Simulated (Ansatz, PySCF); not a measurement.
System: C3H3, charge 0, doublet. C3H3 (SMILES [CH]1C=C1, doublet).
B3LYP-D3(BJ)/def2-TZVP minimum from Ansatz (a program for electronic structure):
```xyz
6

C      0.0018     0.0071     0.8842
C      0.0467    -0.6576    -0.4096
C      0.0561     0.6501    -0.4202
H     -0.7909     0.0189     1.6308
H      0.0705    -1.5781    -0.9660
H      0.0930     1.5610    -0.9914
```
Charge 0, spin multiplicity 2.

Property: enthalpy of formation at 298 K (by atomisation, with ideal-gas terms from PySCF's Hessian at B3LYP-D3(BJ)/def2-TZVP and the atoms' measured values of the G2/97 table; no spin-orbit terms), in kcal/mol. UHF or UKS for unpaired electrons; spin-orbit terms are left out. CBS(X,Y): correlation extrapolated as X^-3, Hartree-Fock from the larger set (Q,5: extrapolated as (X+1)exp(-9√X)). A bracket is a step between two methods taken in the basis named. Functionals run without relativity, which enters their misses. '+ core + X2C': CCSD(T) terms for core correlation (cc-pwCVTZ) and scalar relativity (cc-pVTZ-DK). Where a partner has so few electrons that a lower coupled-cluster level is exact, that level stands in.

Measured: 116.4 kcal/mol, 486.8 kJ/mol (Active Thermochemical Tables 1.112 (ions: stationary electron), as tabulated in the package chemicals); atomic spin-orbit terms, which the calculations lack, would raise the computed values.

Question: How far off this value is PBE/def2-TZVPD (Ansatz), in which direction, and which of these levels come nearer: B3LYP/def2-TZVPD, PBE0/def2-TZVPD, wB97M-V/def2-TZVPD, CCSD(T)/CBS(cc-pVQZ,cc-pV5Z) + core + X2C?

Answer: PBE gives 91.7 kcal/mol, 24.7 kcal/mol below it. Errors of the others: B3LYP/def2-TZVPD (Ansatz) 0.0; PBE0/def2-TZVPD (Ansatz) -11.7; wB97M-V/def2-TZVPD (Ansatz) -2.6; CCSD(T)/CBS(cc-pVQZ,cc-pV5Z) + core + X2C (Ansatz) -0.3; CCSD(T)/CBS(cc-pVQZ,cc-pV5Z) + [CCSDT(Q) - CCSD(T)]/cc-pVDZ + core + X2C (Ansatz) -0.8 kcal/mol. Nearer than PBE: B3LYP/def2-TZVPD, PBE0/def2-TZVPD, wB97M-V/def2-TZVPD, CCSD(T)/CBS(cc-pVQZ,cc-pV5Z) + core + X2C, CCSD(T)/CBS(cc-pVQZ,cc-pV5Z) + [CCSDT(Q) - CCSD(T)]/cc-pVDZ + core + X2C.
